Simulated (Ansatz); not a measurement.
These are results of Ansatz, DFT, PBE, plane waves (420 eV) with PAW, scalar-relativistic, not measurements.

An element in the hcp structure gives this curve. The cell is scaled uniformly from the relaxed one, with fractional coordinates and shape fixed. Energies are extrapolated to zero smearing, pressures are those at the given smearing. Magnetic state: spin not included.

```csv
V (Å³/atom),E − E₀ (meV/atom),P (GPa)
6.961,52.4,19.44
7.277,21.8,11.78
7.594,5.1,5.37
7.910,0.0,-0.01
8.227,4.7,-4.54
8.543,17.5,-8.36
8.859,37.4,-11.58
```

Question: Which element is it?
A. nickel
B. beryllium
C. ruthenium
D. copper

Answer: B. Its fit is V₀ = 7.91 Å³/atom, B₀ = 123 GPa, B₀′ = 3.3.
